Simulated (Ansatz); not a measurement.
A nudged elastic band was laid between two geometries of AlFH2 (4 atoms, charge 0, multiplicity 1).

Computed with Ansatz 0.2.0, RKS PBE/def2-SVP.

| Item | Value |
| --- | --- |
| movable images | 9 |
| climbing image | yes |
| spring | 5.0 eV/Å² |
| optimiser | quadratic models (default) |
| start path | straight line |
| force threshold | 0.05 eV/Å |
| iteration limit | 60 |
| end points | relaxed |

Initial state:

```xyz
4
Properties=species:S:1:pos:R:3
Al 0.401 0.000 0.170
F 0.444 0.000 1.851
H 1.804 0.000 -0.582
H -1.038 0.000 -0.509
```

Final state:

```xyz
4
Properties=species:S:1:pos:R:3
Al 0.091 0.000 -0.823
F 1.082 0.000 1.227
H 1.883 0.000 0.705
H -1.444 0.000 -0.178
```

Question: What changes between the two ends?

Answer: Bonds broken: Al1–F2, Al1–H3. Bonds formed: F2–H3. AlFH2 becomes AlH + FH.

Question: Give the energies along the band, and the barrier.

Answer: It converged. The highest image is number 7 of 0 to 10, 289.0 kJ/mol above the first end and 20.4 kJ/mol above the last; the last end lies 268.6 kJ/mol above the first. Another band between the same ends (9 images) ends at a top of the same energy, where a vibrational analysis finds 1 clearly imaginary mode. The orbitals stay closed-shell, which can raise the energy where a bond breaks towards radicals; this wasn't checked here.

| image | path coordinate (Å) | energy (kJ/mol) | Al1–F2 (Å) | Al1–H3 (Å) | F2–H3 (Å) |
| --- | --- | --- | --- | --- | --- |
| 0 | 0.00 | 0.0 | 1.68 | 1.59 | 2.79 |
| 1 | 0.22 | 8.2 | 1.68 | 1.59 | 2.59 |
| 2 | 0.44 | 33.9 | 1.67 | 1.59 | 2.38 |
| 3 | 0.65 | 78.0 | 1.68 | 1.59 | 2.15 |
| 4 | 0.87 | 138.7 | 1.70 | 1.60 | 1.90 |
| 5 | 1.09 | 207.5 | 1.76 | 1.62 | 1.66 |
| 6 | 1.31 | 265.9 | 1.85 | 1.67 | 1.42 |
| 7 | 1.52 | 289.0 | 1.96 | 1.76 | 1.19 |
| 8 | 1.71 | 279.1 | 2.09 | 1.91 | 1.03 |
| 9 | 1.89 | 270.5 | 2.23 | 2.13 | 0.97 |
| 10 | 2.08 | 268.6 | 2.28 | 2.36 | 0.96 |

Question: What is the geometry of the highest image?

Answer: 
```xyz
4
Properties=species:S:1:pos:R:3:forces:R:3
Al 0.207 0.000 -0.474 0.00 0.00 0.00
F 1.050 0.000 1.295 0.00 0.00 -0.01
H 1.763 0.000 0.347 0.01 0.00 0.01
H -1.408 0.000 -0.236 0.00 0.00 0.00
```

The run took 55 s on 1 thread of Arm Neoverse V1, with other jobs on the host, peak memory 0.086 GiB.
